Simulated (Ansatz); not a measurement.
A displaced shape of singlet P₂:

```yaml
atoms:
  - { symbol: P, position_ang: [-0.0354, 0.0345, -0.9531] }
  - { symbol: P, position_ang: [-0.0037, -0.0377, 0.9781] }
```

It was optimised with PBE0/def2-SVP in Ansatz (development build ahead of 0.2.0) to forces under 0.001 eV/Å, with restricted orbitals. Each step stands on the lowest determinant of that kind that the program's search found.

Problem. What shape does it relax to, and how does the optimisation go?

Solution.

```xyz
2

P    -0.0350    0.0337   -0.9322
P    -0.0040   -0.0369    0.9572
```

Bond lengths: P1–P2 1.891 Å.

| step | E − E(start) (eV) | largest force (eV/Å) |
| --- | --- | --- |
| 1 | 0.0000 | 1.5087 |
| 2 | -0.0281 | 0.6099 |
| 3 | -0.0326 | 0.0057 |
| 4 | -0.0326 | 0.0000 |

The optimisation ended after 4 steps with its threshold met.
